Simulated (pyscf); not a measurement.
This saddle point was located with ωB97X-D3(BJ)/def2-SVP in PySCF.

```
B
N 1 1.3806
H 2 1.0239 1 114.77
H 1 1.2093 2 126.96 3 176.61
H 1 1.2729 4 130.03 2 102.06
Si 5 1.9520 1 79.34 4 97.30
H 6 1.4886 5 101.64 1 -109.76
H 6 1.4914 7 109.76 5 -148.34
H 6 1.4934 7 109.91 8 -120.17
```
Charge 0, spin multiplicity 1.

Surface: singlet, charge 0. Lowest wavenumbers (cm⁻¹): 1245i, 136, 203, 417, 504.

Question: What reaction is this the transition state of?

Answer: `[BH]=[NH]` + `[SiH4]` <-> `[NH2][BH][SiH3]`, an addition across a multiple bond or ene-type step read from left to right: H–Si broken and B–Si, H–N formed. At CCSD(T)/def2-TZVPP + ΔMP2(QZVPP) it lies +48.1 kcal/mol from the left side and +77.1 kcal/mol from the right (each side as separated species at their lowest minima found). At the saddle there is also a short B–H contact that neither side keeps. The same reactants have a lower exit, to H₂B–NH–SiH₃ (barrier +16.6 kcal/mol at ωB97M-D3(BJ), against +49.0 kcal/mol here). H₂N–BH–SiH₃ lies 13.2 kcal/mol over its isomer H₂B–NH–SiH₃ (electronic energy, ωB97M-D3(BJ)). This is the saddle that the search found; another between the same sides may lie lower. The CCSD(T) − MP2 part came from Ansatz, without density fitting, on the same reference.
